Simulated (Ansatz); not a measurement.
C4H6O2 can be A, `C/C=C(\O)C=O`, or B, `COC1C=CO1`.

Gas-phase electronic energies from Ansatz, PBE0-D4/def2-TZVP geometries. CBS: MP2 limit from def2 TZ/QZ plus the TZ coupled-cluster correction, frozen cores. Functionals use def2-TZVPP. B3LYP here is the variant with VWN-RPA as its local correlation; programs differ in this. Each species was taken in one conformer, which may not be the lowest.

Task: Which isomer does CCSD(T)/CBS put lower? Give the gap. (Estimate.)

Result: Computed: A, by 34.7 kcal/mol.

Task: Give E(B) − E(A) in kcal/mol with ωB97M-V, MP2/def2-TZVPP, PBE0-D4, CCSD(T)/def2-TZVPP, PBE-D4, B3LYP, r2SCAN-D4. (Estimate.)

Result: Computed: ωB97M-V 34.4, MP2/def2-TZVPP 34.9, PBE0-D4 34.9, CCSD(T)/def2-TZVPP 34.8, PBE-D4 36.5, B3LYP 38.5, r2SCAN-D4 37.2. None reverses the order clearly.

Largest T1 diagnostic: 0.015.

In def2-TZVPP, CCSD(T) changes the Hartree–Fock value by −2.7 kcal/mol (the triples alone add +0.1 kcal/mol) and MP2 by −2.5 kcal/mol. From PBE to PBE0 (25 % exact exchange), in def2-TZVPP and without D4, E(B) − E(A) moves by −1.6 kcal/mol.
